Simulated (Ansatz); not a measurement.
Relaxation of CH4O2S (8 atoms, charge 0, multiplicity 1), to a largest force component of 0.015 eV/Å in at most 40 steps.

Level of theory: Ansatz 0.2.0, RHF/def2-SVP.

```xyz
8
Properties=species:S:1:pos:R:3:forces:R:3
O 0.503 1.116 -0.846 -0.84 -0.53 -0.52
C 0.174 0.782 0.454 0.15 -0.68 -0.34
S 0.488 -0.977 0.860 -0.18 0.40 0.02
O -0.720 -1.650 -0.081 0.51 -0.46 -0.56
H -0.071 0.632 -1.454 0.66 0.58 0.75
H -0.880 0.969 0.686 0.20 0.08 -0.02
H 0.821 1.350 1.123 -0.12 -0.02 0.06
H -0.316 -2.221 -0.743 -0.38 0.63 0.61
```

Problem. Where does it end, and by what steps?

Solution. The run converged. After 8 steps the energy has fallen by 0.051 eV; H8 moved furthest, 0.19 Å.

```
step  energy less start (eV)  largest force component (eV/Å)  accepted
   0                  0.0000                           0.839       yes
   1                 -0.0373                           0.379       yes
   2                 -0.0469                           0.174       yes
   3                 -0.0493                           0.080       yes
   4                 -0.0487                           0.227        no
   5                 -0.0499                           0.020       yes
   6                 -0.0506                           0.061       yes
   7                 -0.0507                           0.023       yes
   8                 -0.0507                           0.007       yes
```

```xyz
8
Properties=species:S:1:pos:R:3
O 0.495 0.994 -0.864
C 0.178 0.745 0.453
S 0.400 -0.973 0.957
O -0.689 -1.659 -0.095
H -0.168 0.615 -1.420
H -0.850 1.031 0.682
H 0.849 1.318 1.091
H -0.214 -2.071 -0.803
```

Whether the end is a true minimum wasn't checked by a vibrational analysis.

Time of the run: 5 s on 1 thread of AMD EPYC 9R45 96-Core Processor (Zen 5), with other jobs on the host, peak memory 0.17 GiB.
